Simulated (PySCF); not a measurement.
# 3-methylisoxazole (c1(C)ccon1, C4H5NO)

Geometry (Å), atoms numbered from 1 in this order:
```xyz
11

C    -1.697   -0.053   -0.229
C    -0.243   -0.221    0.021
C     0.795    0.744   -0.096
C     1.903    0.055    0.251
O     1.589   -1.204    0.553
N     0.232   -1.374    0.407
H    -2.117    0.714    0.426
H    -1.881    0.257   -1.260
H    -2.217   -0.993   -0.047
H     0.719    1.776   -0.395
H     2.947    0.317    0.328
```

Computed, not measured: quadratic response CAM-B3LYP/def2-TZVPD first hyperpolarisability, Taylor convention, gas phase in PySCF 2.14.0. Geometry: PBE0-D3(BJ)/def2-TZVP.

(1) Give the tensor of the static β(0;0,0) in the axes of these coordinates.

## Answers

(1) In au, Taylor convention; rows are the first index (the induced dipole):
```csv
,xx,yy,zz,xy,xz,yz
x,-15.3,+23.4,+1.6,+3.5,-4.1,+0.4
y,+3.5,-29.6,-31.4,+23.4,+0.4,-8.8
z,-4.1,-8.8,+30.1,+0.4,+1.6,-31.4
```
Norm of βᵢ = ⅓ Σⱼ (βᵢⱼⱼ + βⱼᵢⱼ + βⱼⱼᵢ): 60.8 au, hyper-Rayleigh value 30.7 au.
